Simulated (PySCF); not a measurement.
# MgCl at r²SCAN0

Level: r²SCAN0. PySCF, no relativity, basis sets Mg 6-311G(d,p), Cl 6-311G(d,p).

- state: ²Σ⁺ (doublet), unpaired electrons σ ↑
- bond length: 2.225 Å
- harmonic wavenumber: 454 cm⁻¹
- force constant: 1.72 mdyn/Å
- rotational constant Be: 0.2394 cm⁻¹
- anharmonicity ωexe: 2.06 cm⁻¹
- vibration–rotation constant αe: 0.00159 cm⁻¹
- well depth De to Mg + Cl: 3.48 eV
- dissociation energy D0: 3.45 eV
- bond order (Mayer): 0.91
- dipole moment (positive dipole means Mg(−)Cl(+)): -3.85 D

The state is the lowest determinant that a PBE0 search found; another state may lie lower at other levels.
